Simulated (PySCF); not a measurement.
Species: isocyanogen, C2N2.
SMILES with atom numbers: `[C-:1]#[N+:2][C:3]#[N:4]`

Structure used (PBE0-D3(BJ)/def2-SVP), in Å, numbered top down from 1:
```
atom  x, y, z in Å
C1    -1.787    0.020   -0.516
N2    -0.618   -0.008   -0.328
C3     0.672   -0.038   -0.121
N4     1.817   -0.065    0.062
```

All values: PBE0/pcSseg-1 and wB97X-D/def2-SVPD (PySCF, non-relativistic), on one gas-phase PBE0-D3(BJ)/def2-SVP geometry that isn't relaxed in the solvent. The solvent is an IEF-PCM continuum (cavity from Bondi-type radii × 1.2). Specific hydrogen bonds and non-electrostatic terms are outside this model.

Gas phase at PBE0/pcSseg-1: HOMO -10.34 eV, LUMO -2.24 eV, dipole 0.97 D.

Q: What does the continuum do to the energy, the frontier levels and the dipole at PBE0/pcSseg-1 in dichloromethane?

A: 
```csv
solvent,ε,E(solvent) − E(gas) (kcal/mol),polarisation term (kcal/mol),distortion of the solute (kcal/mol),HOMO (eV),LUMO (eV),dipole (D)
dichloromethane,8.93,-2.85,-3.31,0.46,-10.19,-2.06,1.29
```

The polarisation term is half the interaction of the solute with the surface charges that it induces; the rest is the cost of distorting the solute's density. The sum is the electrostatic part of solvation alone.

Q: Which Hirshfeld charges (PBE0/pcSseg-1) respond most in dichloromethane (means over atoms taken as equivalent)?

A: 
```tsv
atoms	environment	gas (e)	solvent (e)	change
N4	cyano nitrogen	-0.166	-0.201	-0.035
C3	cyano carbon	+0.159	+0.180	+0.021
N2	isocyanide nitrogen	-0.025	-0.010	+0.015
C1	isocyanide carbon	+0.032	+0.030	-0.002
```

Gas phase at wB97X-D/def2-SVPD: HOMO -12.24 eV, LUMO -0.48 eV, dipole 0.94 D.

Q: What does the continuum do to the energy, the frontier levels and the dipole at wB97X-D/def2-SVPD in dichloromethane?

A: 
```tsv
solvent	ε	E(solvent) − E(gas) (kcal/mol)	polarisation term (kcal/mol)	distortion of the solute (kcal/mol)	HOMO (eV)	LUMO (eV)	dipole (D)
dichloromethane	8.93	-3.06	-3.58	0.52	-12.09	-0.30	1.27
```

Q: How does the static polarisability (wB97X-D/def2-SVPD, frozen core, with the continuum's full static response) change?

A: 
| medium | isotropic (au) | principal values (au) | ⟨r²⟩ of the electrons (bohr²) |
| --- | --- | --- | --- |
| gas | 34.2 | 22.8, 22.8, 57.0 | 228.3 |
| dichloromethane | 42.9 | 27.5, 27.5, 73.7 | 229.3 |

The isotropic value in dichloromethane is 1.25 times the gas-phase one; no cavity-field correction is applied. ⟨r²⟩ is taken about the centre of nuclear charge.

Note: wB97X-D ran without an empirical dispersion term, which enters the total energy and its gradient alone.
